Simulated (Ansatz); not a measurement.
A made-up structure of CH3OSi, doublet:

```
6
angstrom
O -0.8085 -1.5075 -0.6366
C -0.2847 -0.5754 0.1266
Si 0.2468 1.0224 0.2647
H -0.3425 -2.3445 -0.5134
H 0.6519 1.8953 -0.8641
H -0.1069 -0.9268 1.1108
```

It is relaxed with PBE-D4/def2-SVP and then PBE0-D4/def2-TZVP (Ansatz 0.2.0). Atoms count as bonded within 1.22 times the sum of their covalent radii (H–H: 0.88 Å). The end point is not checked to be a true minimum.

(1) Does its bonding change? (Judge from chemistry; the calculation decides.)

## Answers

(1) Computed: No: no bond forms or breaks.

Where it ends: The first stage lowers the energy by 0.97 eV in 12 steps. It ends as CH₃OSi ([OH][CH][SiH]):
```xyz
6
angstrom
O -0.3904 -1.2256 -0.7940
C -0.0850 -0.5606 0.3231
Si 0.2149 1.2595 0.4232
H -0.6179 -2.1439 -0.6031
H 0.3495 1.4114 -1.0880
H -0.1149 -1.1774 1.2266
```

Labels in which every atom is bracketed show which atoms are joined, not bond orders.

For scale, one of the runs: PBE0-D4/def2-TZVP relaxation, 117 basis functions, launched by `ansatz run in.yaml --threads 2 --pin off --events-out ev --progress --plain --max-ram 4352MiB`. The run took about 30 s on 2 CPU threads of an Arm Neoverse V1 (shared host).
